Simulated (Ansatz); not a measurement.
System: vinyl fluoride, C$_{2}$H$_{3}$F, net charge 0, singlet state. SMILES: C=CF
Structure (B3LYP-D3(BJ)/def2-TZVP (Ansatz, a first-principles code) minimum search):
```xyz
6

C      0.0048     0.4339    -0.0020
C      1.1838    -0.1536     0.0049
F     -1.1460    -0.2672    -0.0028
H     -0.1758     1.5010    -0.0077
H      1.2800    -1.2303     0.0104
H      2.0778     0.4520     0.0052
```

Quantity: enthalpy of formation at 298 K, in kcal/mol. Terms: frozen cores in correlated levels; spin-orbit terms left out; UHF or UKS for open shells; 6-311+G** with 5d; dispersion terms only where a functional's name holds one; non-relativistic; LANL2DZ all-electron up to Ne; 6-31G* and kin with 6d, 5d where marked. Basis-set limits of correlation are two-point, X^-3; Hartree-Fock from the larger set. The bracket is a focal-point correction in the basis named. First-principles rows: single points at B3LYP-D3(BJ) geometries (Ansatz), with unscaled harmonic terms from B3LYP/6-31G* at its own minima, enthalpies of formation by atomisation with measured atoms.

Measured values: Active Thermochemical Tables 1.112 (ions: stationary electron), as tabulated in the package chemicals; they hold spin-orbit and core effects, anharmonicity. 

Value to compare with, the measured value: -34.1 kcal/mol.

```csv
level,program,enthalpy of formation at 298 K (kcal/mol),error
B3LYP/STO-3G,Ansatz,-105.6,-71.5
B3LYP/3-21G,Ansatz,-22.3,11.8
B3LYP/LANL2DZ,Ansatz,-4.1,30.0
B3LYP/6-31G,Ansatz,-13.0,21.1
B3LYP/6-31G*,Ansatz,-32.2,1.9
B3LYP/6-31+G*,Ansatz,-26.3,7.8
B3LYP/6-31G**,Ansatz,-35.3,-1.2
B3LYP/def2-SVP,Ansatz,-36.6,-2.5
B3LYP/cc-pVDZ,Ansatz,-23.8,10.3
B3LYP/6-311+G**,Ansatz,-27.4,6.7
B3LYP/def2-TZVPD,Ansatz,-32.1,2.0
"RI-MP2/CBS(aug-cc-pVTZ,aug-cc-pVQZ)+[CCSD(T)-MP2]/aug-cc-pVTZ",Ansatz,-33.5,0.6
```

Among the 10 habitual levels, B3LYP/STO-3G lies farthest from the measured value (-71.5 kcal/mol); 7 of 10 lie above it, and their mean absolute error is 16.5 kcal/mol, the median 9.1. One case shows no general order.

The sets are all those run for this method; runs whose electronic state is in doubt are left out.
